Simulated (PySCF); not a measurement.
CHO, SMILES [CH]=O (connectivity only; charge and spin as stated), charge +1, multiplicity 1.

Geometry optimised at B3LYP-D3(BJ)/def2-TZVPD. The isomer is the one that the SMILES or the coordinates give; other isomers of the formula were not compared.

These are PySCF with PBE0/def2-TZVPD values and carry that method's errors.

Isolated molecule, no solvent.

* **total energy**: -113.46672 hartree
* **point group**: C∞v
* **highest occupied level**: -22.88 eV
* **lowest empty level**: -10.11 eV
* **orbital gap**: 12.78 eV
* **dipole moment about the centre of nuclear charge**: 3.72 D
* **mean static polarisability**: 9.6 bohr³ (1.42 Å³)
* **polarisability, principal values**: 7.6, 7.6, 13.6 bohr³
